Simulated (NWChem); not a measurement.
Basis-set convergence for AlF$_{3}$

```xyz
4

Al     0.0000     0.0000     0.0000
F      0.0000     0.0000     1.6457
F      1.4252     0.0000    -0.8228
F     -1.4252     0.0000    -0.8228
```
Charge 0, spin multiplicity 1.

Everything below was run with NWChem. Structure: optimised with B3LYP/def2-SVP, a minimum by its harmonic frequencies.

Quantity: LUMO energy at the level B3LYP.

B3LYP has NWChem's definition, with VWN1-RPA local correlation. The Pople sets run with spherical d functions. The structure started from a generated list of species.

Problem. In def2-QZVP the value is -2.10 eV. Among STO-3G, 6-31G*, pcseg-1, def2-SVP, def2-SVPD, aug-cc-pVDZ, 6-311++G**, aug-pcseg-1, cc-pVTZ, which is the smallest basis within 0.2 eV of it?

Solution. pcseg-1, with 60 functions against 241 (also within reach: def2-SVPD, aug-cc-pVDZ, 6-311++G**, aug-pcseg-1, cc-pVTZ). def2-QZVP isn't the basis-set limit itself, and a small set can land close by cancellation.

```csv
basis,functions,LUMO energy (eV)
STO-3G,24,5.57
6-31G*,60,-1.66
pcseg-1,60,-1.99
def2-SVP,60,-1.73
def2-SVPD,93,-2.15
aug-cc-pVDZ,96,-2.19
6-311++G**,96,-2.26
aug-pcseg-1,96,-2.18
cc-pVTZ,124,-1.95
def2-QZVP,241,-2.10
```
